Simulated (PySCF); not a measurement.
Ionisation energies (eV) were calculated with PySCF 2.14 by UHF, MP2 (valence), PBE, in another order, as differences of total energies without spin-orbit coupling. The measured values are between term centres (NIST).

```
                                  species  measured       A       B       C
       P (aug-cc-pCVTZ-DK, spin-free X2C)    10.526  10.482   9.897  10.484
 Zn (aug-cc-pwCVTZ-PP with ECP10MDF, ECP)     9.394   9.557   7.781   9.175
 Kr (aug-cc-pwCVTZ-PP with ECP10MDF, ECP)    14.222  13.994  13.043  14.040
 Zr (aug-cc-pwCVTZ-PP with ECP28MDF, ECP)     6.639   6.423   5.181   6.120
 Tc (aug-cc-pwCVTZ-PP with ECP28MDF, ECP)     7.119   6.883   5.533   6.762
Cd+ (aug-cc-pwCVTZ-PP with ECP28MDF, ECP)    16.908  17.441  15.567  16.839
  I (aug-cc-pwCVTZ-PP with ECP28MDF, ECP)    10.519  10.502   9.538  10.295
Tl+ (aug-cc-pwCVTZ-PP with ECP60MDF, ECP)    20.428  20.502  18.361  18.932
```

Which column is which method?

A is PBE (mean error 0.00 eV); B is UHF (mean error -1.36 eV); C is MP2 (valence) (mean error -0.39 eV). PBE, with gradient corrections, lies close to experiment on average, with errors of both signs. Hartree-Fock lacks the correlation of the electron removed and comes out lowest. Valence MP2 in a finite basis recovers only part of the missing correlation, so it stays below experiment on average.
